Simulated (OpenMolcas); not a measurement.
**TPSS0/ANO-R3 (DKH3, RICD fitting) run of S2O (Disulfur monoxide)**

What is the vertical electron affinity of S2O (Disulfur monoxide) at TPSS0/ANO-R3 (DKH3, RICD fitting)? 

Program for the calculation: OpenMolcas 26.06.

**1. The structure to begin with**

S2O: 3 atoms, total charge 0, spin state singlet. SMILES: `O=S=S`. The coordinates come from a GFN2-xTB relaxation.

Bond lengths: O1–S2 1.448 Å, S2–S3 1.909 Å. Angles: O1–S2–S3 114.6°.

**2. Energy and forces at TPSS0/ANO-R3 (DKH3, RICD fitting)**

The input, job.inp:

```
>>> EXPORT MOLCAS_PRINT=2

&GATEWAY
  Coord
  3
  bohr
  O      0.81517116     2.25920538     0.91296449
  S      1.05724507    -0.39771176     0.30103337
  S     -1.87239734    -1.86149362    -1.21399786
  Basis = ANO-R3
  Group = NoSym
  RICD

&SEWARD
  Relativistic = R03O02
  Expert

&SCF
  KSDFT = HYB_MGGA_XC_TPSS0
  PrOrbitals = 0

&ALASKA
```

The run is started by

```sh
export MOLCAS_MEM=1860
pymolcas job.inp > job.log
```

The log of the run:

```text
--- Start Module: gateway ---
[...]
--- Stop Module: gateway /rc=_RC_ALL_IS_WELL_ ---
[...]
 ###    WARNING:  EXPERT option is ON!                                       ###
 ###############################################################################
               SEWARD will generate:
[...]
      Basis functions          175
[...]
--- Start Module: scf ---
[...]
       Convergence after  16 Iterations
[...]
::    Total KS-DFT energy                            -873.8873267830
[...]
      Total spin, S                                     0.0000000000
[...]
      Total electronic charge=   40.000000
      Total            charge=   -0.000000
[...]
      Dipole Moment (debye):
      Origin of the operator (angstrom)=   -0.0862   -0.2389   -0.0966
                   X=  6.0824E-01               Y= -1.3328E+00               Z= -1.1977E-01           Total=  1.4699E+00
      Quadrupole Moment (debye*angstrom):
[...]
--- Stop Module: scf /rc=_RC_ALL_IS_WELL_ ---
[...]
--- Start Module: alaska ---
[...]
 *              Molecular gradients               *
 **************************************************
  Irreducible representation: a
 ------------------------------------------------------------------------------------------
                              X                       Y                       Z
 ------------------------------------------------------------------------------------------
  O1               -7.08905359515644E-03    6.84407037539358E-04   -2.54452872940103E-03
  S2                2.50373711770102E-02    1.92074913070250E-03    1.01379491946743E-02
  S3               -1.79483175843096E-02   -2.60515616811752E-03   -7.59342046515243E-03
 ------------------------------------------------------------------------------------------
--- Stop Module: alaska /rc=_RC_ALL_IS_WELL_ ---
[...]
```

It took 84 s on 1 thread of Arm Neoverse V1, shared host; peak memory 0.89 GiB.

**3. The doublet anion at the same level**

The input, job.inp:

```
&GATEWAY
Coord
3
bohr
O      0.81517116     2.25920538     0.91296449
S      1.05724507    -0.39771176     0.30103337
S     -1.87239734    -1.86149362    -1.21399786
Basis = ANO-R3
Group = NoSym
RICD
&SEWARD
Relativistic = R03O02
Expert
&SCF
UHF
Charge = -1
Spin = 2
KSDFT = HYB_MGGA_XC_TPSS0
PrOrbitals = 0
&ALASKA
```

The run is started by

```sh
export MOLCAS_MEM=1860
pymolcas job.inp > job.log
```

The log of the run:

```text
--- Start Module: gateway ---
[...]
--- Stop Module: gateway /rc=_RC_ALL_IS_WELL_ ---
[...]
 ###    WARNING:  EXPERT option is ON!                                       ###
 ###############################################################################
               SEWARD will generate:
[...]
      Basis functions          175
[...]
--- Start Module: scf ---
[...]
       Convergence after  17 Iterations
[...]
::    Total KS-DFT energy                            -873.9544297910
[...]
      Total spin, S                                     0.5040367035
[...]
      Total electronic charge=   41.000000
      Total            charge=   -1.000000
[...]
      Dipole Moment (debye):
      Origin of the operator (angstrom)=   -0.0862   -0.2389   -0.0966
                   X=  1.0146E+00               Y= -6.5446E-01               Z=  2.1649E-01           Total=  1.2266E+00
      Center of Charge (angstrom)
[...]
--- Stop Module: scf /rc=_RC_ALL_IS_WELL_ ---
[...]
--- Start Module: alaska ---
[...]
 *              Molecular gradients               *
 **************************************************
  Irreducible representation: a
 ------------------------------------------------------------------------------------------
                              X                       Y                       Z
 ------------------------------------------------------------------------------------------
  O1                6.21497701706058E-03   -9.19327663092666E-02   -2.20046647706660E-02
  S2               -4.97161479877306E-02    6.80282851903087E-02   -1.06710442064184E-03
  S3                4.35011709710658E-02    2.39044811200912E-02    2.30717691908691E-02
 ------------------------------------------------------------------------------------------
--- Stop Module: alaska /rc=_RC_ALL_IS_WELL_ ---
[...]
```

It took 2.3 min on 1 thread of Arm Neoverse V1, shared host; peak memory 0.89 GiB.

**4. Results**

At TPSS0/ANO-R3 (DKH3, RICD fitting):

| quantity | value |
| --- | --- |
| singlet S2O: total energy | -873.88733 Eh |
| singlet S2O: dipole moment | 1.47 D |
| singlet S2O: HOMO energy | -8.20 eV |
| singlet S2O: LUMO energy | -4.03 eV |
| singlet S2O: HOMO–LUMO gap | 4.17 eV |
| singlet S2O: largest force on an atom | 1.393 eV/Å |
| doublet anion: total energy | -873.95443 Eh |
| doublet anion: HOMO energy (highest over α and β) | 0.37 eV |
| doublet anion: LUMO energy (lowest over α and β) | 3.61 eV |
| doublet anion: ⟨S²⟩ | 0.758 |
| vertical electron affinity (to the doublet anion) | 1.826 eV |

**Reading.** This program's gradients are faulty for this kind of reference, so any forces in the log (doublet anion) can't be trusted; the energy can. At fixed nuclei the extra electron is bound by 1.83 eV (42 kcal/mol). The largest force (singlet S2O) is 1.39 eV/Å: the shape isn't a stationary point for this species at this level. Mulliken charges (singlet S2O) run from -0.34 on O1 to +0.47 on S2. Mulliken charges (doublet anion) run from -0.61 on S3 to +0.15 on S2. The HOMO (doublet anion) lies at positive energy, 0.37 eV; only total energies tell whether the electron is bound.
